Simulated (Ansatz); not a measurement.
A made-up structure of CH2LiO, doublet:

| atom | x (Å) | y (Å) | z (Å) |
| --- | --- | --- | --- |
| Li1 | 2.0716 | -1.9021 | -0.2519 |
| C2 | -0.2763 | -0.2048 | -0.0690 |
| O3 | 1.0918 | -0.2692 | 0.1188 |
| H4 | -0.5658 | -1.2523 | -0.2605 |
| H5 | 1.4091 | 0.6182 | 0.2914 |

It is relaxed with PBE-D4/def2-SVP and then PBE0-D4/def2-TZVP (Ansatz 0.2.0). Atoms count as bonded within 1.22 times the sum of their covalent radii (H–H: 0.88 Å). The end point is not checked to be a true minimum.

Question: Does its bonding change? (Judge from chemistry; the calculation decides.)

Answer: Computed: Yes. Formed: Li1–C2; broken: none.

Where it ends: The first stage lowers the energy by 1.12 eV in 23 steps. It ends as CH₂LiO ([Li]1[CH][OH]1):
```xyz
5
angstrom
Li 1.9581 -1.6126 -0.7113
C 0.2307 -1.1082 -0.2693
O 1.2828 -0.2637 0.3240
H -0.7383 -0.6596 -0.0225
H 0.9971 0.6338 0.5080
```

Labels in which every atom is bracketed show which atoms are joined, not bond orders.

For scale, one of the runs: PBE0-D4/def2-TZVP relaxation, 88 basis functions, launched by `ansatz run in.yaml --threads 2 --pin off --events-out ev --progress --plain --max-ram 4352MiB`. Hardware: 2 CPU threads of an Arm Neoverse V1, shared host. Wall time about 12 s.
